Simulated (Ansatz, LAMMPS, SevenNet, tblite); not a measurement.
## Ladder of methods for the c axis length of wurtzite ZnO

Reference value: 5.204 Å (measured, 4 K, zero-point motion not removed; as tabulated in arXiv:1206.3780).

```csv
level (code),value (Å),difference (%)
"ionic model pedone2006 (rigid ions, LAMMPS)",5.097,-2.06
IPEA1-xTB (tblite),5.160,-0.85
SevenNet-0,5.300,+1.84
LDA (Ansatz),5.152,-1.00
PBE (Ansatz),5.293,+1.71
rVV10 (Ansatz),5.314,+2.11
r²SCAN (Ansatz),5.211,+0.13
HSE06 (Ansatz),5.222,+0.35
Hartree–Fock (Ansatz),5.234,+0.58
```

Leaving aside IPEA1-xTB (doubt noted below): Once the reference is moved by up to 0.50 % (a margin picked here for doubts on the reference and the settings, and for temperature and zero-point motion) and values within 0.17 % count as equal, the nearest can be r²SCAN (+0.13 %), HSE06 (+0.35 %), Hartree–Fock (+0.58 %) or LDA (-1.00 %). By the same margin the farthest can be rVV10 (+2.11 %) or ionic model pedone2006 (-2.06 %). Within 4 %: ionic model pedone2006, SevenNet-0, LDA, PBE, rVV10, r²SCAN, HSE06, Hartree–Fock.

The measured value isn't corrected to a static lattice, so vibrations enter the comparison.  IPEA1-xTB: this parameter set was refitted to ionisation energies, not structures. IPEA1-xTB: the run uses a supercell at the zone centre in place of a k mesh. Cutoffs and k meshes differ between the levels. Ansatz's density-functional and Hartree–Fock values are scalar-relativistic unless marked +SOC, with PAW data made under PBE.

Empirical potentials (ionic model pedone2006) are fitted to chosen data: where that held the value shown, agreement is built in, and what lay outside the fit can be far off. Machine-learned potentials (SevenNet-0) are trained on DFT data: a solid inside that data is no test of them.

Differences are worked out from the printed values.

Ansatz is a first-principles code.
